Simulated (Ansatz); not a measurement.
# CH₅FSi: ionisation energy by level of theory

One table from this session's results is given with a row withheld; the runs are named, their logs left out.

Method: unrestricted cation, the program's frozen cores in correlated methods; program: Ansatz 0.2.0, Gaussian basis.

Levels to be run: UKS PBE-D4/def2-TZVPP; UKS r2SCAN-D4/def2-TZVPP; UKS PBE0-D4/def2-TZVPP; UKS B3LYP-D4/def2-TZVPP; UKS wB97X-V/def2-TZVPP; UKS wB97M-V/def2-TZVPP; UKS B2PLYP/def2-TZVPP; UHF-CCSD(T)/def2-TZVPP; UHF-CCSD(T)/def2-QZVPP; extrapolation to the limit; then −ε(HOMO) from the neutral's earlier runs with LDA (SPW92), PBE-D4, revPBE-D4, BLYP-D4, r2SCAN-D4, B97M-V, PBE0-D4, B3LYP-D4, r2SCANh-D4, r2SCAN0-D4, HSE06-D4, BHLYP-D4, CAM-B3LYP-D4, LC-ωPBE, ωB97X-V, ωB97M-V.

## Structure used throughout

All runs share one geometry, relaxed beforehand with PBE0-D4 in a triple-zeta def2 set.

SMILES `C[SiH2]F`, 8 atoms, charge 0, spin multiplicity 1.

Atoms are counted from 1 here; the program's logs count them from 0.

Bond lengths: C1–Si2 1.853 Å, C1–H4 1.092 Å, C1–H5 1.094 Å, C1–H6 1.092 Å, Si2–F3 1.604 Å, Si2–H7 1.485 Å, Si2–H8 1.485 Å. Angles: Si2–C1–H4 111.0°, Si2–C1–H5 110.1°, Si2–C1–H6 111.1°, H4–C1–H5 108.1°, H4–C1–H6 108.4°, H5–C1–H6 108.1°, C1–Si2–F3 109.4°, C1–Si2–H7 111.5°, C1–Si2–H8 111.5°, F3–Si2–H7 107.3°, F3–Si2–H8 107.3°, H7–Si2–H8 109.7°.

The first run:

Input file in.yaml:

```yaml
crystal:
  periodic: [false, false, false]
  atoms:
    - {symbol: C, position_ang: [-0.521368, 0.700322, -0.437023]}
    - {symbol: Si, position_ang: [0.448405, -0.641987, 0.395191]}
    - {symbol: F, position_ang: [1.946493, -0.649558, -0.178754]}
    - {symbol: H, position_ang: [-0.562374, 0.542531, -1.517142]}
    - {symbol: H, position_ang: [-1.546705, 0.713199, -0.056522]}
    - {symbol: H, position_ang: [-0.077171, 1.680254, -0.248375]}
    - {symbol: H, position_ang: [0.538719, -0.420776, 1.860681]}
    - {symbol: H, position_ang: [-0.133701, -1.981185, 0.126044]}
basis:
  gaussian: {orbitals: def2-TZVPP}
total_charge: 1
magnetization: {spin_polarized: true, initial_magnetization: 1}
hamiltonian: {xc: pbe, dispersion: d4}
```

The run is started by

```
$ ansatz run in.yaml --threads 2 --pin off --events-out ev --progress --plain --max-ram 20480MiB --backend cpu
```

Among the steps run: Cation, UKS PBE-D4/def2-TZVPP; Cation, UKS r2SCAN-D4/def2-TZVPP; Cation, UKS PBE0-D4/def2-TZVPP; Cation, UKS B3LYP-D4/def2-TZVPP; Cation, UKS wB97X-V/def2-TZVPP; Cation, UKS wB97M-V/def2-TZVPP; Cation, UKS B2PLYP (frozen core)/def2-TZVPP; Cation, UHF-CCSD(T)/def2-TZVPP; Cation, UHF-CCSD(T)/def2-QZVPP.

One of the session's tables, all rows but one given; the rest of the session is left out.

Orbital estimates, from the neutral's runs:

```
  functional  −ε(HOMO) (eV)
 LDA (SPW92)              ?
      PBE-D4           7.82
   revPBE-D4           7.78
     BLYP-D4           7.73
   r2SCAN-D4           8.16
      B97M-V           8.27
     PBE0-D4           9.24
    B3LYP-D4           9.02
  r2SCANh-D4           8.68
  r2SCAN0-D4           9.46
    HSE06-D4           8.83
    BHLYP-D4          10.57
CAM-B3LYP-D4          10.67
     LC-ωPBE          12.03
     ωB97X-V          11.67
     ωB97M-V          11.51
```

Estimate the missing values for LDA (SPW92).

**Answer.** −ε(HOMO) (eV): 7.89. In the column «−ε(HOMO) (eV)» it lies between PBE-D4 (7.82) and r2SCAN-D4 (8.16).
